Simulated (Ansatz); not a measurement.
Compare A (`CC1=C(O)N1`) with its isomer B (`N=C1CCO1`).

Isolated molecules relaxed with PBE0-D4/def2-TZVP in Ansatz; ΔE leaves out vibrations. CCSD(T)/CBS is the MP2 limit (def2-TZVPP, def2-QZVPP) plus CCSD(T) − MP2 in def2-TZVPP, frozen cores. Functionals use def2-TZVPP. Each species was taken in one conformer, which may not be the lowest.

A:

```xyz
10

C     1.141    0.727    0.936
C     0.149    0.026    0.135
C    -0.435   -0.571   -0.825
O    -0.441   -1.287   -1.934
N    -1.420    0.148   -0.065
H     0.988    1.810    0.869
H     2.145    0.496    0.574
H     1.086    0.449    1.993
H    -1.343   -1.297   -2.274
H    -1.869   -0.501    0.591
```

B:

Z-matrix (Å, degrees):
```
C
C 1 1.505
C 1 1.529 2 83.8
H 1 1.089 2 114.4 3 116.1
H 1 1.089 2 114.4 3 -116.1
N 2 1.247 1 135.1 3 -179.9
O 2 1.374 1 94.4 3 0.1
H 3 1.091 1 116.3 2 113.5
H 3 1.091 1 116.3 2 -113.6
H 6 1.019 2 111.7 1 -180.0
```

(1) Which is lower in electronic energy at CCSD(T)/CBS, and by how much? (An estimate is asked.)

(2) Give E(B) − E(A) in kJ/mol with ωB97M-V, BLYP-D4, CCSD(T)/def2-TZVPP, CCSD(T)/def2-SVP, HF/def2-TZVPP, PBE-D4, B2PLYP. (Estimate.)

(3) Does the order hold for the free energy at 298.15 K (harmonic terms from PBE0-D4)? (An estimate is asked.)

Largest T1 diagnostic: 0.014.

Answers

(1) Ansatz gave: B, by 228.5 kJ/mol.

(2) The calculation gave: ωB97M-V -234.2, BLYP-D4 -221.5, CCSD(T)/def2-TZVPP -235.3, CCSD(T)/def2-SVP -239.7, HF/def2-TZVPP -255.2, PBE-D4 -220.4, B2PLYP -230.4. None reverses the order clearly.

(3) Ansatz gave: Yes: G(B) − G(A) = -215.4 kJ/mol, for one conformer each.

Leaving LDA and LC-ωPBE aside and taking each functional with its dispersion term where it has one, the values, not all of them listed here, spread over 20.6 kJ/mol, from BHLYP-D4 to PBE-D4. LDA lies −5.5 kJ/mol from PBE without D4. At CCSD(T), def2-SVP lies −11.3 kJ/mol from the extrapolated value and def2-TZVPP −6.9 kJ/mol.
